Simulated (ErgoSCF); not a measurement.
# One shape, several levels: [BH4]− (borohydride)

Wanted: a comparison of 3 runs (HF/STO-3G, HF/3-21G, OLYP/6-31G*) of [BH4]− (borohydride). 

Program for the calculation: ErgoSCF 3.8.

5 further runs of the same task are left out: 5 set aside as unsound or not needed.

**1. The system as given**

The species is [BH4]− (5 atoms), meant as a singlet with charge -1. SMILES: `[BH4-]`. Geometry: relaxed at GFN2-xTB.

Bond lengths: B1–H2 1.228 Å, B1–H3 1.229 Å, B1–H4 1.229 Å, B1–H5 1.229 Å. Angles: H2–B1–H3 109.5°, H2–B1–H4 109.5°, H2–B1–H5 109.5°, H3–B1–H4 109.5°, H3–B1–H5 109.4°, H4–B1–H5 109.5°.

**2. The energy at HF/STO-3G (run 1)**

ergo.in

```
set_nthreads(1)
molecule_inline
B    0.00018897   0.00032125  -0.00020787
H    1.29193016   1.88407584   0.41137448
H    1.37258367  -1.86797538  -0.12674393
H   -1.13461046   0.26399474  -2.00945917
H   -1.53009235  -0.28039756   1.72503649
EOF
scf.max_number_of_iterations = 120
charge = -1
scf.output_mulliken_pop = 1
spin_polarization = 0
scf.use_diagonalization = 1
tmpdir = "."
basis = "STO-3G"
run "HF"
```

The basis set STO-3G is read from a file made from the Basis Set Exchange's data (not shown).

The run is started by

```
$ ergo ergo.in
```

What it wrote:

```text
[...]
INSC SCF_general constructor, number of basis functions: 9
[...]
INSC Energy   1 =        -19.52609320185
[...]
INDE E_LUMO =          1.05118078559
[...]
INSC Energy   9 =        -26.54751439350  ( diff     -0.000000000000149 )
[...]
RESC CONVERGED after   9 iterations.
RESC FINAL ENERGY:        -26.54751439350
[...]
INSC SCF: dipole_moment_x [atomic units] =       0.00042504
INSC SCF: dipole_moment_y [atomic units] =       0.00021512
INSC SCF: dipole_moment_z [atomic units] =      -0.00008878
[...]
```

It took 0.4 s on 1 thread of Arm Neoverse V2, shared host; peak memory 0.26 GiB.

**3. The energy at HF/3-21G (run 2)**

input.ego

```
set_nthreads("env")
molecule_inline
B  0.00018897 0.00032125 -0.00020787
H  1.29193016 1.88407584 0.41137448
H  1.37258367 -1.86797538 -0.12674393
H  -1.13461046 0.26399474 -2.00945917
H  -1.53009235 -0.28039756 1.72503649
EOF
scf.output_mulliken_pop = 1
scf.max_number_of_iterations = 120
tmpdir = "."
basis = "3-21G"
charge = -1
scf.use_diagonalization = 1
run "HF"
```

The basis set 3-21G is read from a file made from the Basis Set Exchange's data (not shown).

The run is started by

```
$ ergo input.ego
```

What it wrote:

```text
[...]
INSC SCF_general constructor, number of basis functions: 17
[...]
INSC Energy   1 =        -13.67706788541
[...]
INDE E_LUMO =          0.55792890037
[...]
INSC Energy   9 =        -26.81272233199  ( diff     -0.000000000003908 )
[...]
RESC CONVERGED after   9 iterations.
RESC FINAL ENERGY:        -26.81272233199
[...]
INSC SCF: dipole_moment_x [atomic units] =       0.00084376
INSC SCF: dipole_moment_y [atomic units] =       0.00028724
INSC SCF: dipole_moment_z [atomic units] =      -0.00006587
[...]
```

It took 0.42 s on 1 thread of Arm Neoverse V2, shared host; peak memory 0.26 GiB.

**4. A single-point energy at OLYP/6-31G(d) (spherical functions) (run 3)**

mol.xyz

```xyz
5

B      0.000100     0.000170    -0.000110
H      0.683660     0.997010     0.217690
H      0.726340    -0.988490    -0.067070
H     -0.600410     0.139700    -1.063360
H     -0.809690    -0.148380     0.912850
```

run.inp

```
set_nthreads("env")
scf.max_number_of_iterations = 100
scf.output_mulliken_pop = 1
XC.type = "HiCu"
basis = "6-31G*"
tmpdir = "."
spin_polarization = 0
charge = -1
molecule "mol.xyz"
run "OLYP"
```

The basis set 6-31G* is read from a file made from the Basis Set Exchange's data (not shown).

The run is started by

```
$ ergo run.inp
```

What it wrote:

```text
[...]
INDF Weighted mixed functional:
[...]
INSC Energy   1 =        -11.42523595821
[...]
INDE PURIFICATION CONVERGED after 24 iterations
[...]
INDE PURIFICATION CONVERGED after 25 iterations
[...]
INDE PURIFICATION CONVERGED after 23 iterations
[...]
INDE PURIFICATION CONVERGED after 23 iterations
[...]
INDE E(LUMO) - E(HOMO) <=          0.39783486434 =         10.82563820754 eV
[...]
INSC Energy  10 =        -27.20745816918  ( diff     -0.000000000009081 )
[...]
RESC CONVERGED after  10 iterations.
RESC FINAL ENERGY:        -27.20745816918
[...]
INSC SCF: dipole_moment_x [atomic units] =       0.00079803
INSC SCF: dipole_moment_y [atomic units] =       0.00027633
INSC SCF: dipole_moment_z [atomic units] =      -0.00006199
[...]
```

Wall time 1.6 s (1 thread of Arm Neoverse V2, shared host); peak memory 0.26 GiB.

**5. Overview of the runs**

| run | level | solver | iteration cap | energy (Eh) | wall time |
| --- | --- | --- | --- | --- | --- |
| 1 | HF/STO-3G | diagonalisation | 120 | -26.547514 | 0.4 s |
| 2 | HF/3-21G | diagonalisation | 120 | -26.812722 | 0.42 s |
| 3 | OLYP/6-31G* (spherical functions) | purification | 100 | -27.207458 | 1.6 s |

**6. Outcome**

| quantity | value |
| --- | --- |
| run 3: total energy | -27.20746 Eh |

In words: In run 1 the basis is minimal, so the values are rough. All runs together took 2.4 s, the longest 1.6 s.
